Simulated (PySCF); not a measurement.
## Ionisation of methylhydrazine

System: methylhydrazine, `CNN` (CH6N2). Non-hydrogen atoms are numbered in `[CH3:1][NH:2][NH2:3]`.

Level of theory: ωB97X-D3(BJ)/ma-def2-TZVP single points in PySCF, grid level 2; every species was optimised with PBE0-D3(BJ)/def2-SVP. The prefix ma- adds one diffuse s and one diffuse p function on all atoms but H. Zero-point and thermal terms (298.15 K, 1 bar) come from unscaled PBE0-D3(BJ)/def2-SVP harmonic frequencies, with soft modes damped to free rotors in the entropy.

Frontier levels of the parent: HOMO -9.11 eV, LUMO 1.16 eV.

Oxidation to the radical cation:
```
Vertical ionisation energy (electronic)              : 9.20 eV
Adiabatic ionisation energy (with zero-point energy) : 7.47 eV
Adiabatic, electronic part                           : 7.49 eV
Vertical gap at the product's structure              : 6.14 eV
Inner reorganisation energy (four-point)             : 3057 meV
Relaxation of product / of parent                    : 1713 / 1344 meV
⟨S²⟩ of the product                                  : 0.754
Largest spin populations                             : N2 0.56, N3 0.45
Largest changes of atomic charge                     : N2 0.29, N3 0.24, H (on N3) 0.11, H (on N2) 0.11
Distances that move most (Å)                         : N2–N3 1.397 → 1.307; C1–H 1.113 → 1.104
Potential in acetonitrile                            : 4.78 V absolute, 0.24 V against Fc+/Fc computed at 4.54 V (solvation -26 → -282 kJ/mol)
```

Solvents are IEF-PCM continua (electrostatics only, gas-phase structures); absolute potentials refer to an electron at rest in vacuum. Fc+/Fc in acetonitrile, 4.54 V, is ωB97X-D3(BJ)/ma-def2-TZVP on PBE0-D3(BJ)/def2-SVP structures with GFN2-xTB thermal terms. Benchmark calculations put it near 5.0 V in acetonitrile and DMSO, so it is about 0.5 V low, and the value against it can read up to that much too high.

Measured values (NIST Chemistry WebBook, evaluated or the median of agreeing entries): adiabatic ionisation energy 7.70 eV (computed 7.47, difference -0.23).

Hardware: 1 thread of Arm Neoverse V2, shared with other jobs. Command: `OMP_NUM_THREADS=1 python redox_run.py task.json out`. Structures, frequencies and single points: 4.3 min.
